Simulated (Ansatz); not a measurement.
Relaxation of FH₃Si (5 atoms, charge 0, multiplicity 1), to a largest force component of 0.03 eV/Å in at most 50 steps.

Method: RKS PBE-D4/def2-mTZVP in Ansatz.

```xyz
5
Properties=species:S:1:pos:R:3:forces:R:3
Si 0.168 -0.016 0.119 0.23 0.01 0.16
H 0.502 0.010 1.532 -1.13 -0.01 1.30
H 1.611 0.010 -0.037 0.85 -0.01 -1.50
F -0.587 1.318 -0.415 0.02 -0.03 0.02
H -0.549 -1.217 -0.388 0.03 0.03 0.02
```

Question: Where does it end, and by what steps?

Answer: It converged. After 4 steps the energy has fallen by 0.492 eV; H2 moved furthest, 0.30 Å.

| step | energy less start (eV) | largest force component (eV/Å) | accepted |
| --- | --- | --- | --- |
| 0 | 0.0000 | 1.497 | yes |
| 1 | -0.4306 | 0.430 | yes |
| 2 | -0.4906 | 0.112 | yes |
| 3 | -0.4914 | 0.086 | yes |
| 4 | -0.4916 | 0.006 | yes |

```xyz
5
Properties=species:S:1:pos:R:3
Si 0.248 -0.011 0.175
H 0.236 0.008 1.668
H 1.652 0.008 -0.333
F -0.518 1.318 -0.366
H -0.472 -1.216 -0.334
```

The run took 2.3 s on 1 thread of Intel(R) Xeon(R) 6975P-C (Granite Rapids), on a shared host, peak memory 0.12 GiB.
